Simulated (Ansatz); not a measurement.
# C2H4FNO: the cost of one run

Program: Ansatz 0.2.0, Gaussian basis. Level of theory: the settings change from run to run. These are calculated values, not measurements.

## Step 1: The relaxed structure

The geometry comes from an earlier relaxation with PBE0-D4 in a triple-zeta def2 set; it is a stationary point, not always the lowest conformer.

SMILES `FC1NCO1`, 9 atoms, charge 0, spin multiplicity 1.

Atoms are counted from 1 here; the program's logs count them from 0.

Bond lengths: F1–C2 1.358 Å, C2–N3 1.434 Å, C2–O5 1.399 Å, C2–H6 1.097 Å, N3–C4 1.462 Å, N3–H7 1.010 Å, C4–O5 1.430 Å, C4–H8 1.096 Å, C4–H9 1.094 Å. Angles: F1–C2–N3 113.8°, F1–C2–O5 111.6°, F1–C2–H6 106.0°, N3–C2–O5 93.1°, N3–C2–H6 118.2°, O5–C2–H6 114.0°, C2–N3–C4 86.5°, C2–N3–H7 115.7°, C4–N3–H7 116.6°, N3–C4–O5 90.7°, N3–C4–H8 115.4°, N3–C4–H9 114.9°, O5–C4–H8 111.9°, O5–C4–H9 112.3°, H8–C4–H9 110.4°, C2–O5–C4 89.0°.

## Step 2: PBE0/ANO-RCC-VTZP

Set apart from the defaults: coordinates scaled by 1.05.

Input file in.yaml:

```yaml
crystal:
  periodic: [false, false, false]
  atoms:
    - {symbol: F, position_ang: [-0.570189, 2.148200, -0.188675]}
    - {symbol: C, position_ang: [0.000749, 0.881764, -0.509593]}
    - {symbol: N, position_ang: [0.628662, 0.182779, 0.666880]}
    - {symbol: C, position_ang: [-0.341529, -0.970829, 0.377804]}
    - {symbol: O, position_ang: [-1.031121, -0.151226, -0.674774]}
    - {symbol: H, position_ang: [0.646871, 1.053873, -1.448015]}
    - {symbol: H, position_ang: [1.663125, -0.031962, 0.574887]}
    - {symbol: H, position_ang: [0.137990, -1.919071, -0.063200]}
    - {symbol: H, position_ang: [-1.041842, -1.242249, 1.246837]}
basis:
  gaussian: {orbitals: ANO-RCC-VTZP}
hamiltonian: {xc: {name: PBE0}}
output: {forces: true}
```

Run with:

```sh
ansatz run in.yaml --threads 2 --pin off --events-out ev --progress --plain --max-ram 4352MiB
```

**Question.** How long does this run take on 2 threads of Arm Neoverse V1, shared host, and how much memory does it need?

About 12 s, with a peak of 0.64 GiB.
